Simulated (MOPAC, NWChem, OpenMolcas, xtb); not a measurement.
# A ladder of methods for BNH5F (SMILES [NH3+][BH2-]F)

BNH5F has 8 atoms, charge 0, and is taken as a singlet. As SMILES, `[NH3+][BH2-]F`. Geometry: relaxed at GFN2-xTB.

Each level gives the dipole moment (D). The values are calculated.

| level | kind | program | value (D) | CPU time |
| --- | --- | --- | --- | --- |
| GFN2-xTB | semi-empirical | xtb | 6.46 | under 2 s |
| PM6 | semi-empirical | MOPAC | 6.21 | under 2 s |
| PM7 | semi-empirical | MOPAC | 6.36 | under 2 s |
| GFN0-xTB | semi-empirical | xtb | 6.92 | under 2 s |
| HF/ANO-S-MB | Hartree–Fock | OpenMolcas | 6.13 | 1.8 s |
| HF/STO-3G | Hartree–Fock | NWChem | 5.77 | 1 s |
| HF/3-21G | Hartree–Fock | NWChem | 6.10 | 1.1 s |
| B3LYP/6-31G* (spherical functions) | global hybrid | NWChem | 5.59 | 13 s |
| B3LYP/6-31G* (Cartesian functions) | global hybrid | NWChem | 5.59 | 15 s |

The values span 5.59 to 6.92 D. Sets without polarisation functions give poor dipoles. CPU times are rough (shared hosts, several kinds of processor): they show what a rung costs within a factor of a few.
